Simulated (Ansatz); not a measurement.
## [Cl···H···Si], triplet in 6-31G: errors against full CI

Geometry: a point of a hydrogen-transfer path between rigid fragments, not a stationary point.

```csv
atom,x (Å),y (Å),z (Å)
Cl,0.0000,0.0000,-1.6723
H,0.0000,0.0000,-0.1673
Si,0.0000,0.0000,1.8397
```

Basis 6-31G; Ansatz 0.2.0. Only valence electrons are correlated (noble-gas cores frozen), which leaves 12 electrons in 18 orbitals. Prefix R: restricted or restricted open-shell reference; prefix U: unrestricted. Active spaces: pair = (4e, 4o) about the gap; valence = (12e, 9o) chosen from the atoms' valence shells.

Full CI is exact within this basis and frozen core; it isn't the basis-set limit. The frozen core follows each run's orbitals, which can shift R against U totals by a few meV.

For open shells CISD is restricted-active-space CI with the open shells as a complete middle space.

- UHF ⟨S²⟩: 2.017
- T1 diagnostic (RCCSD): 0.0153
- largest doubles amplitude (RCCSD): 0.077
- T1 diagnostic (UCCSD): 0.0120

```json
{"level": "RHF", "E − E(full CI) (kcal/mol)": "58.52", "share of correlation (%)": "0.00", "wall time": "–"}
{"level": "UHF", "E − E(full CI) (kcal/mol)": "57.08", "share of correlation (%)": "2.46", "wall time": "–"}
{"level": "RMP2", "E − E(full CI) (kcal/mol)": "13.33", "share of correlation (%)": "77.22", "wall time": "–"}
{"level": "UMP2", "E − E(full CI) (kcal/mol)": "13.66", "share of correlation (%)": "76.65", "wall time": "–"}
{"level": "CISD", "E − E(full CI) (kcal/mol)": "3.55", "share of correlation (%)": "93.94", "wall time": "1 s"}
{"level": "RCCSD", "E − E(full CI) (kcal/mol)": "0.96", "share of correlation (%)": "98.37", "wall time": "–"}
{"level": "UCCSD", "E − E(full CI) (kcal/mol)": "0.93", "share of correlation (%)": "98.40", "wall time": "–"}
{"level": "RCCSD(T)", "E − E(full CI) (kcal/mol)": "0.24", "share of correlation (%)": "99.59", "wall time": "1.6 s"}
{"level": "UCCSD(T)", "E − E(full CI) (kcal/mol)": "0.24", "share of correlation (%)": "99.59", "wall time": "1.7 s"}
{"level": "BCCD(T)", "E − E(full CI) (kcal/mol)": "0.25", "share of correlation (%)": "99.57", "wall time": "1.9 s"}
{"level": "RCCSDT", "E − E(full CI) (kcal/mol)": "0.05", "share of correlation (%)": "99.91", "wall time": "–"}
{"level": "UCCSDT", "E − E(full CI) (kcal/mol)": "0.05", "share of correlation (%)": "99.92", "wall time": "–"}
{"level": "RCCSDT(Q)", "E − E(full CI) (kcal/mol)": "0.01", "share of correlation (%)": "99.98", "wall time": "5 s"}
{"level": "UCCSDT(Q)", "E − E(full CI) (kcal/mol)": "0.00", "share of correlation (%)": "99.99", "wall time": "4.8 s"}
{"level": "RCCSDTQ", "E − E(full CI) (kcal/mol)": "0.00", "share of correlation (%)": "99.99", "wall time": "21 s (H100)"}
{"level": "UCCSDTQ", "E − E(full CI) (kcal/mol)": "0.00", "share of correlation (%)": "100.00", "wall time": "25 s (H100)"}
{"level": "CASSCF (pair space)", "E − E(full CI) (kcal/mol)": "45.19", "share of correlation (%)": "22.78", "wall time": "–"}
{"level": "NEVPT2 (pair space)", "E − E(full CI) (kcal/mol)": "10.40", "share of correlation (%)": "82.23", "wall time": "1 s"}
{"level": "CASSCF (valence space)", "E − E(full CI) (kcal/mol)": "34.69", "share of correlation (%)": "40.73", "wall time": "–"}
{"level": "NEVPT2 (valence space)", "E − E(full CI) (kcal/mol)": "8.91", "share of correlation (%)": "84.78", "wall time": "2.1 s"}
{"level": "MRCISD (valence space)", "E − E(full CI) (kcal/mol)": "1.55", "share of correlation (%)": "97.35", "wall time": "–"}
{"level": "MRCISD+Q (valence space)", "E − E(full CI) (kcal/mol)": "0.51", "share of correlation (%)": "99.13", "wall time": "3.3 s"}
```

The correlation energy at full CI, counted from RHF, is -2.538 eV. That run took 14 s on 2 threads of AMD EPYC 7R13 with a shared H100 80 GB, shared host over 86,155,328 determinants.

Times hold each run's SCF and search for its determinant on a shared host, so for small cases they say little of a method's own cost; rows without a card ran on 1 thread of AMD EPYC 7R13.

The full-CI state has the irrep B1 of C2v, in the program's axes (one component, if the state is degenerate).

Natural occupations of full CI about the gap: 1.987 1.987 1.961 1.941 1.001 0.997 0.043 0.037 0.012 0.012; effectively unpaired electrons, Σ n²(2−n)², 2.03.
